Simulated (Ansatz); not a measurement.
Reaction: SiNH5 (SMILES N[SiH3]) → SiH3 (SMILES [SiH3], doublet) + NH2 (SMILES [NH2], doublet) (the N-Si bond breaks)
Each species at its own B3LYP-D3(BJ)/def2-TZVP minimum (Ansatz, a first-principles code).

Property: bond dissociation energy (electronic), in kJ/mol. Radicals and triplets start from unrestricted determinants; spin-orbit coupling is neglected. CBS(X,Y): correlation extrapolated as X^-3, Hartree-Fock from the larger set (Q,5: extrapolated as (X+1)exp(-9√X)). A bracket is a step between two methods taken in the basis named. Functionals run without relativity, which enters their misses. Double hybrids freeze cores in their MP2 part. '+ core + X2C': CCSD(T) terms for core correlation (cc-pwCVTZ, 1s frozen past Ne) and scalar relativity (cc-pVTZ-DK).

CCSD(T)/CBS(cc-pV(Q+d)Z,cc-pV(5+d)Z) + [CCSDT(Q) - CCSD(T)]/cc-pV(T+d)Z + core + X2C (Ansatz) gives 451.2 kJ/mol.

Q: How far off this value is PBE/def2-TZVPD (Ansatz), in which direction, and which of these levels come nearer: r2SCAN/def2-TZVPD, B3LYP/def2-TZVPD, wB97M-V/def2-TZVPD, B2PLYP/def2-TZVPD, CCSD(T)/CBS(cc-pV(Q+d)Z,cc-pV(5+d)Z) + core + X2C?

A: PBE gives 427.9 kJ/mol, 23.3 kJ/mol below it. Differences of the others: r2SCAN/def2-TZVPD (Ansatz) -33.3; B3LYP/def2-TZVPD (Ansatz) -28.6; wB97M-V/def2-TZVPD (Ansatz) 1.8; B2PLYP/def2-TZVPD (Ansatz) -15.5; CCSD(T)/CBS(cc-pV(Q+d)Z,cc-pV(5+d)Z) + core + X2C (Ansatz) 0.8 kJ/mol. Nearer than PBE: wB97M-V/def2-TZVPD, B2PLYP/def2-TZVPD, CCSD(T)/CBS(cc-pV(Q+d)Z,cc-pV(5+d)Z) + core + X2C.
